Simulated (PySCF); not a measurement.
Species: 2(5H)-furanone, C₄H₄O₂.
Numbering: `[O:1]=[C:2]1[CH:3]=[CH:4][CH2:5][O:6]1`

Structure used (PBE0-D3(BJ)/def2-SVP), in Å, numbered top down from 1:
```xyz
10
C4H4O2 angstrom
O      2.411   -0.657    0.605
C      1.284   -0.378    0.323
C      0.658    0.949    0.099
C     -0.632    0.761   -0.191
C     -0.915   -0.705   -0.174
O      0.310   -1.318    0.148
H      1.216    1.880    0.177
H     -1.385    1.519   -0.411
H     -1.270   -1.074   -1.153
H     -1.676   -0.977    0.579
```

Probes without a nucleus sit at each ring's centroid and 1 Å off its mean plane on both sides; NICS is minus the shielding there, NICSzz its component along the normal. Level: GIAO PBE0/pcSseg-1 (PySCF, non-relativistic, gas phase) on the PBE0-D3(BJ)/def2-SVP geometry, one conformer.

Ring bond lengths (Å), with Mayer bond orders in brackets: C2–C3 1.484 (1.02), C3–C4 1.335 (1.77), C4–C5 1.493 (1.04), C5–O6 1.407 (0.93), O6–C2 1.365 (1.04).

Task: Give the NICS values of each ring in ppm.

Result: 
```tsv
ring	type	NICS(0)	NICS(1), two faces	NICS(1)zz, two faces	rms pucker (Å)	centre to ring atoms, mean (Å)
C2–C3–C4–C5–O6	5-membered ring with O; formal bonds 1 double, 4 single	-4.5	-4.5 / -4.5	-8.4 / -8.4	0.00	1.21
```

Task: What do they say, and how far can they be read as aromaticity?

Result: 
- C2–C3–C4–C5–O6: mean NICS(1)zz -8.4 ppm, shielded. C5 has four or more neighbours, and the NICS criterion for π rings isn't applied.

Task: Give the inner angles of the rings and the Hirshfeld charges of the ring atoms.

Result: 
- C2–C3–C4–C5–O6: C2 107.2° (+0.189 e), C3 108.4° (-0.058 e), C4 108.6° (-0.022 e), C5 105.4° (+0.013 e), O6 110.5° (-0.114 e); sum 540.0° against 540° for a flat convex ring.

Task: How shielded are the nuclei of the rings and their hydrogens (means over atoms taken as equivalent)?

Result: 
```csv
atoms,environment,σ isotropic (ppm)
C2,ester carbonyl carbon,11.4
C3,alkene CH carbon,53.5
C4,alkene CH carbon,24.8
C5,sp3 carbon bound to oxygen,112.5
O6,ester single-bonded oxygen,121.3
H7,vinylic hydrogen,25.09
H8,vinylic hydrogen,23.79
H9 (×2),methylene hydrogen,26.52
```

Task: How do the values depend on the level or the medium?

Result: 
```
                level  NICS(0), C2–C3–C4–C5–O6  mean NICS(1)zz, C2–C3–C4–C5–O6
   PBE0/pcSseg-1, gas                     -4.5                            -8.4
wB97X-D/pcSseg-2, gas                     -3.9                            -8.1
```

The geometry is the same throughout.

Hardware: an x86-64 server with one thread, no GPU, shared host. Cost: 4.3 s. This is the whole shielding run at PBE0/pcSseg-1, SCF included.
